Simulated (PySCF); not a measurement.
Zinc-blende GaSb was calculated with Hartree–Fock (PySCF, GTH pseudopotentials, Gaussian basis, DZ basis).

The same calculation (at the measured cell, 28.315 Å³/atom) with different numerical settings:

```csv
run,k mesh,gap on the mesh (eV),total energy (eV/atom),rough time
1,2×2×2,7.667,-1111.0534,2 core-min
2,3×3×3,6.755,-1111.5193,6 core-min
3,4×4×4,6.254,-1111.5807,50 core-min
```

In the column total energy (eV/atom) the first row differs from the last by +0.5273 and the next to last by +0.0614.

The last row is no converged limit: other settings stay fixed.

Spin–orbit coupling is not included.
